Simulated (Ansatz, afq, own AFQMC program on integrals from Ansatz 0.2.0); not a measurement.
Two steps: Ansatz 0.2.0 writes the Fock matrix and Cholesky factors of the valence space, and afq projects on them the lowest state that overlaps trial and start.

```yaml
crystal:
  periodic: [false, false, false]
  atoms:
    - {symbol: Ga, position_ang: [0.000000, 0.000000, 0.000000]}
    - {symbol: Li, position_ang: [0.000000, 0.000000, 2.808800]}
basis:
  gaussian: {orbitals: aug-cc-pVDZ}
magnetization: {spin_polarized: false, initial_magnetization: 2}
correlation: {method: ccsd_t, electrons: outside_noble_gas, hamiltonian_folder: ham}
```

```sh
$ ansatz run in.yaml --threads 1 --pin off --events-out ev --progress --plain --max-ram 1382MiB
```

afq runs on the folder ham with

```
--method phaseless --trial hf --walkers 120 --populations 1 --least-time 40 --time-step 0.005 --steps-per-block 20 --equilibration-blocks 112 --max-blocks 600 --target-error 0.00072 --factor-cut 1e-05 --start spin_pure --seed 6898 --taylor-order 6
```

Times are imaginary, in 1/Eh. The walk had a cap of 1152 s. Filled inner d shells are frozen with the cores.

afq prints:

```
orbitals 44  electrons 3 1  factors 327 of 609
reference energy -1930.63349254 Eh
CCSD correlation -0.05831867 Eh in 11 cycles, weight of the determinant in the CISD state 0.9246
energy of the start -1930.633511 Eh
 block  time / (1/Eh)  mean weight  energy / Eh
     1     0.100  1.0002  -1930.638742
     2     0.200  1.0006  -1930.642935
     3     0.300  1.0007  -1930.646721
     4     0.400  0.9996  -1930.650196
     5     0.500  1.0002  -1930.654465
     8     0.800  0.9999  -1930.660821
    18     1.800  1.0002  -1930.678730
    69     6.900  1.0001  -1930.689618
   103    10.300  0.9995  -1930.701726
   120    12.000  1.0008  -1930.684662
   171    17.100  1.0009  -1930.697817
   222    22.200  1.0000  -1930.696136
   273    27.300  1.0004  -1930.689723
   324    32.400  1.0001  -1930.693419
   375    37.500  1.0002  -1930.691513
   426    42.600  1.0004  -1930.691290
   460    46.000  0.9996  -1930.678598
   477    47.700  1.0001  -1930.684143
   528    52.800  1.0005  -1930.690368
   579    57.900  1.0005  -1930.693059
   630    63.000  0.9996  -1930.690284
   681    68.100  1.0011  -1930.683805
   698    69.800  1.0006  -1930.681987
blocks merged  error / Eh  count
     1  0.000252  600
     2  0.000343  300
     4  0.000461  150
     8  0.000600  75
    16  0.000759  37
    32  0.000925  18
    64  0.001160  9
energy -1930.689366 +/- 0.000925 Eh
(rows thinned)
```

The run passed its tests (sampling time, drift between the halves within three errors, error under three times the target), which doesn't prove that it has relaxed. The second half of the sampling lies above the first by 2.6 errors of their difference, so the energy may still be moving and its error bar be too small.

Against this walk (error 25.2 meV) on the same determinant: CCSD(T) 113.1 meV lower, CCSDT(Q) 132.1 meV lower, full CI for this spin (own frozen core, lowest symmetry allowed) 132.5 meV lower, a separate phaseless walk with a CISD trial and standard settings 125.5 ± 25.6 meV lower. The error is statistical and leaves out the bias of the constraint. CCSDT(Q) is the surest value here, so the walk's 132 meV above it is most likely the bias of the constraint with this trial, which can have either sign.

Cautions: constraint bias not in the error; error above the target (25.2 against 19.6 meV); no relativity below Rb; no spin-orbit coupling; inner d shell frozen; another spin lies lower (by 247 meV).

The walk took 5 min on 1 thread of Arm Neoverse V1, on a shared host. The log's last line is the phaseless energy.

CCSDT and higher add their correlation energy to the determinant of the CCSD(T) run, since their own runs factorise the integrals more tightly (a shift of under 2 meV). A walk keeps the symmetry of its determinant, which the program's search chose and which needn't be the lowest solution, so a lower state of the same spin and another symmetry isn't excluded.
